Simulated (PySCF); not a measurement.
## Ionisation energy of H by level of theory

H 1s1 (2S) → H+ (bare nucleus), as a difference of total energies. Calculation: PySCF 2.14, in x2c-TZVPPall (3s2p1d, 14 functions); scalar relativity by spin-free X2C-1e. The calculations carry no spin-orbit coupling.

Question: Order these methods by the ionisation energy they give, lowest first.
A. LDA
B. PBE0
C. UHF
D. BLYP

Answer: A (13.017 eV), D (13.539 eV), C (13.601 eV), B (13.634 eV).

For comparison: 13.598 eV (theoretical estimate listed by NIST; NIST Atomic Spectra Database, ionization energies).
